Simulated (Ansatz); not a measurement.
## Relative stability

Two relaxed structures of AlSi2H5, closed shell (PBE0-D4/def2-TZVP; forces vanish, vibrations not checked).

A:

Al1  (0.731, 1.106, 0.924)
Si2  (-0.928, 0.467, -0.700)
Si3  (0.513, -1.163, 0.147)
H4  (-2.135, 0.450, 0.187)
H5  (-1.342, 0.697, -2.113)
H6  (1.438, 2.200, 1.827)
H7  (1.682, -1.204, -0.791)
H8  (0.187, -2.540, 0.610)
(Å)

B:

```xyz
8
angstrom
Al -1.5950 1.0114 -0.5720
Si 0.5964 0.7396 0.3258
Si 1.1985 -1.3245 0.4231
H -2.4364 -0.3246 -0.7124
H -2.1806 2.4241 -0.9888
H 1.6838 1.7326 0.5218
H 2.5323 -1.8594 0.7921
H 0.2011 -2.3992 0.2104
```

Program: Ansatz 0.2.0. Basis: def2-TZVPP. Cores are frozen in the correlated methods. B3LYP uses VWN-RPA correlation.

Q: Which structure is lower at CCSD(T), and by how much? (An estimate is asked for; the value comes from the calculation.)

A: By the calculation: A, by 9.2 kJ/mol (electronic energy, against the other). By their contacts, A is AlSi₂H₅ ([AlH]1[SiH2][SiH2]1) and B is AlSi₂H₅ ([AlH2][SiH][SiH2]).

All methods give the same order:

```tsv
method	E(B) − E(A) (kJ/mol)
PBE-D4	21.7
r2SCAN-D4	21.8
PBE0-D4	26.6
B3LYP-D4	4.3
wB97M-V	19.3
HF	7.1
MP2	11.7
CCSD	11.4
CCSD(T)	9.2
```

The T1 diagnostic stays at or below 0.016. The restricted Hartree–Fock reference is unstable towards an unrestricted one at one or more of these structures.

Labels in which every atom is bracketed show which atoms are joined, not bond orders.

For scale, one of the runs: CCSD(T)/def2-TZVPP, 196 basis functions, launched by `ansatz run in.yaml --threads 2 --pin off --events-out ev --progress --plain --max-ram 4352MiB`. Time: 30 s of wall clock on 2 CPU threads of an Arm Neoverse V2; the host was shared. Peak host memory: 1.9 GiB.
